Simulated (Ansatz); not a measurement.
bcc Rb

These are r²SCAN+rVV10 (Ansatz, a program for electronic structure, plane waves, PAW) values and carry that method's errors.

Numerical settings: plane-wave cutoff 500 eV, 18×18×18 k mesh, Fermi–Dirac smearing 0.1 eV, scalar-relativistic PAW data made under PBE.

Cell (relaxed at this level):

```cif
data_Rb2
_chemical_formula_sum 'Rb2'
_space_group_name_H-M_alt 'Im-3m'
_space_group_IT_number 229
_space_group_name_Hall '-I 4 2 3'
_cell_length_a 5.68211
_cell_length_b 5.68211
_cell_length_c 5.68211
_cell_angle_alpha 90.000
_cell_angle_beta 90.000
_cell_angle_gamma 90.000
loop_
_atom_site_label
_atom_site_type_symbol
_atom_site_symmetry_multiplicity
_atom_site_Wyckoff_symbol
_atom_site_fract_x
_atom_site_fract_y
_atom_site_fract_z
_atom_site_occupancy
Rb1 Rb 2 a 0.00000 0.00000 0.00000 1
```
(The calculation used a cell of 1 atom; values per cell refer to that cell.)

```yaml
equilibrium_volume_per_atom: 91.73 Å³/atom
lattice_constant_a: 5.682 Å
```

Measured, for comparison: equilibrium volume per atom 86.68 Å³/atom, lattice constant a 5.576 Å (low-temperature or extrapolated to 0 K; zero-point anharmonic expansion removed; as tabulated in Csonka et al. (2009), arXiv:0903.4037). Computed (rounded) less measured: equilibrium volume per atom +5.8 %, lattice constant a +1.9 %.
